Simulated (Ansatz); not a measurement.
Two isomers of C4H8N2: A = `C/N=C\C=N\C`, B = `CC1(N)CC1=N`.

Calculated with Ansatz (gas phase, PBE0-D4/def2-TZVP geometries, no zero-point term in ΔE). CBS: MP2 limit from def2 TZ/QZ plus the TZ coupled-cluster correction, frozen cores. DFT in def2-TZVPP. B3LYP here is the variant with VWN-RPA as its local correlation; programs differ in this. One conformer a species, not always the lowest.

(1) Which is lower in electronic energy at CCSD(T)/CBS, and by how much? (Estimate.)

(2) Give E(B) − E(A) in kJ/mol with CCSD/def2-TZVPP, PBE-D4, ωB97M-V, MP2/def2-TZVPP, PBE0-D4, r2SCAN-D4, B3LYP. (Estimate.)

Largest T1 diagnostic: 0.012.

Answers

(1) Ansatz gave: A, by 41.7 kJ/mol.

(2) Ansatz gave: CCSD/def2-TZVPP 43.4, PBE-D4 37.6, ωB97M-V 33.2, MP2/def2-TZVPP 32.9, PBE0-D4 28.8, r2SCAN-D4 38.0, B3LYP 60.3. None reverses the order clearly.

In def2-TZVPP, CCSD(T) changes the Hartree–Fock value by −19.9 kJ/mol (the triples alone add +1.8 kJ/mol) and MP2 by −32.2 kJ/mol. From PBE to PBE0 (25 % exact exchange), in def2-TZVPP and without D4, E(B) − E(A) moves by −9.3 kJ/mol.
